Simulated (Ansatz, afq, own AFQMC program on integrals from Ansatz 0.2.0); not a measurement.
## SiNH₂, quartet: AFQMC among the cluster methods

```xyz
4

Si    0.0000   -0.1221    0.5333
N     0.0000    0.1881   -1.0305
H     0.0000    1.1726    1.3200
H     0.0000   -0.3847   -1.8594
```

Connectivity, by distances: SiH–NH.

Basis cc-pVDZ. Only valence electrons are correlated. Ansatz 0.2.0 and our own AFQMC program on the same integrals; the CISD trial comes from CCSD amplitudes, and released means the phaseless constraint is let go. Free AFQMC starts from the CCSD state and is never constrained. Its projection time is finite, and what remains of the start isn't in its error. Error bars are statistical, one sigma.

Determinant: ROHF, the one that the program's search chose, which needn't be the lowest solution. The geometry is a PBE0/def2-TZVP stationary point of this or a neighbouring charge and spin state.

No full CI on the walks' own integrals is used here; CCSDT(Q) serves as the reference and is uncertain by about the last step of the cluster series.

Cautions: another spin lies lower (by 3.53 eV).

The T1 diagnostic is 0.0277. The weight of the determinant in the CISD state is 0.893 and the size of the correlated space is 11 electrons in 36 orbitals.

Reference: CCSDT(Q), correlation energy -6.425 eV. The released energy is read at 2.40 1/Eh (meV from the phaseless value at times in 1/Eh: -6 ± 11 at 0.24, -16 ± 13 at 0.51, -24 ± 12 at 0.99, -21 ± 13 at 1.62, -28 ± 16 at 2.40).

```json
{"level": "HF", "E − E(reference) (kcal/mol)": "148.17", "share of correlation (%)": "0.00"}
{"level": "MP2", "E − E(reference) (kcal/mol)": "23.42", "share of correlation (%)": "84.19"}
{"level": "CCSD", "E − E(reference) (kcal/mol)": "4.11", "share of correlation (%)": "97.23"}
{"level": "CCSD(T)", "E − E(reference) (kcal/mol)": "0.79", "share of correlation (%)": "99.46"}
{"level": "CCSDT", "E − E(reference) (kcal/mol)": "0.22", "share of correlation (%)": "99.85"}
{"level": "ph-AFQMC/HF", "E − E(reference) (kcal/mol)": "-1.56 ± 1.35", "share of correlation (%)": "101.06"}
{"level": "ph-AFQMC/CISD", "E − E(reference) (kcal/mol)": "0.54 ± 0.24", "share of correlation (%)": "99.64"}
{"level": "released AFQMC", "E − E(reference) (kcal/mol)": "-0.10 ± 0.37", "share of correlation (%)": "100.07"}
{"level": "free AFQMC", "E − E(reference) (kcal/mol)": "-0.06 ± 0.29", "share of correlation (%)": "100.04"}
```

Free projections are given only where their last times agree within the noise and don't stop above the reference; a slow remainder of the start can still hide under it. A walk keeps the symmetry of its determinant, which the program's search chose and which needn't be the lowest solution, so a lower state of the same spin and another symmetry isn't excluded. Released energies are given only where the last usable release times agree within the noise; a slower fall can still hide under it.
